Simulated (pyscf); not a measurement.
This saddle point was located with ωB97X-D3(BJ)/def2-SVP in PySCF.

```xyz
13

C      1.1321    -0.8828    -0.1513
C      0.8633     0.1545     0.8980
C     -0.3628     0.4194     1.4177
H      0.2358    -1.4889    -0.3563
H      1.9452    -1.5634     0.1539
H      1.4509    -0.4158    -1.1005
H      1.7108     0.7832     1.2001
H     -1.2013    -0.2608     1.2357
H     -0.4770     1.1242     2.2457
C     -1.4024     1.9480    -0.0105
H     -0.7094     2.7914     0.0490
H     -1.4030     1.3773    -0.9432
H     -2.3622     2.0578     0.5038
```
Charge 0, spin multiplicity 2.

Surface: doublet, charge 0. Lowest wavenumbers (cm⁻¹): 450i, 95, 110, 146, 258.

Q: Which two sides does it connect, and which bonds change?

A: H₂C=CH–CH₃ (SMILES C=CC) + CH₃• (SMILES [CH3]) ⇌ H₃C–CH•–CH₂–CH₃ (SMILES C[CH]CC), an addition read from left to right: none broken and C–C formed. At ωB97M-D3(BJ)/def2-TZVP it lies +5.6 kcal/mol from the left side and +33.3 kcal/mol from the right (each side as separated species at their lowest minima found). This is the saddle that the search found; another between the same sides may lie lower.
